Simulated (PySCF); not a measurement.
Molecule: SMILES C=CC(=O)C#N, C$_{4}$H$_{3}$NO.

Cartesian coordinates in Å; atom numbers follow the order of the lines, from 1:
```xyz
9

C    -1.6371    0.0970   -0.0269
C    -0.3848   -0.1704   -0.4125
C     0.7511    0.1727    0.4703
O     0.6570    0.7036    1.5495
C     2.0852   -0.1872   -0.0566
N     3.1328   -0.4666   -0.4624
H    -1.8183    0.5696    0.9431
H    -2.4950   -0.1457   -0.6575
H    -0.1581   -0.6426   -1.3726
```

Geometry PBE0-D3(BJ)/def2-SVP throughout; GIAO in PySCF 2.14.0 with density-fitted response routines, gas phase, one conformer, non-relativistic; equivalent atoms averaged; basis pcSseg-2.

Q: How do the shifts δ (against TMS, H2O, NH3 at the same level) depend on the functional? (ppm; last column core-seconds on shared hosts with different chips, so compare them loosely)

A: 
```
functional                    kind     C3     C1     C2     C5     O4     N6    H7    H9    H8  core-s
        HF            Hartree–Fock  177.2  151.7  135.8  121.9  643.1  318.7  7.53  6.62  6.60      28
       LDA                     LDA  178.2  152.4  151.3  125.7  672.7  323.2  7.21  7.10  6.33      53
       PBE                     GGA  172.0  145.4  144.7  120.9  645.2  306.6  7.09  6.94  6.18      29
      BLYP                     GGA  172.2  144.2  144.5  119.3  641.4  305.6  7.03  6.84  6.08      65
      BP86                     GGA  171.5  145.0  144.1  120.2  640.1  304.2  7.07  6.91  6.17      63
      OPBE                     GGA  166.1  141.6  139.1  118.5  624.9  294.8  7.09  7.00  6.23      66
       KT2                     GGA  161.4  135.7  135.7  113.0  589.1  285.5  6.91  6.68  5.99      87
       KT3                     GGA  160.1  134.4  133.8  112.2  585.6  281.7  6.90  6.69  5.98      79
     B97-D                     GGA  167.2  140.5  139.5  117.1  615.0  293.9  7.02  6.82  6.10      78
     B3LYP           global hybrid  174.9  147.5  144.3  121.4  651.1  309.1  7.14  6.83  6.22      44
      PBE0           global hybrid  174.9  148.8  143.9  122.9  656.4  309.8  7.21  6.92  6.33      46
  mPW1PW91           global hybrid  175.0  148.9  143.8  122.8  656.0  309.9  7.19  6.90  6.32      48
      WP04           global hybrid  173.9  148.0  142.7  118.7  621.7  299.5  6.95  6.59  6.09      39
     B97-2           global hybrid  171.5  145.4  140.7  120.4  635.4  301.3  7.15  6.84  6.26      38
 BHandHLYP           global hybrid  177.2  150.5  142.3  122.9  655.7  313.8  7.29  6.77  6.38      36
 CAM-B3LYP  range-separated hybrid  179.4  151.3  145.8  124.0  660.5  311.0  7.25  6.86  6.36      51
   wB97X-D  range-separated hybrid  177.4  150.3  144.3  123.6  658.5  307.7  7.24  6.87  6.39      47
   LC-wPBE  range-separated hybrid  183.7  155.9  147.2  127.9  668.2  308.9  7.36  6.96  6.54      62
```

Q: Which nucleus moves most, in ppm?

A: O4 (carbonyl oxygen of an acyl cyanide): from 585.6 ppm with KT3 to 672.7 ppm with LDA. The smallest spread is 0.50 ppm, at H9. Proton shifts span only some 12 ppm, so a few tenths of a ppm matter as much there as several ppm in carbon.
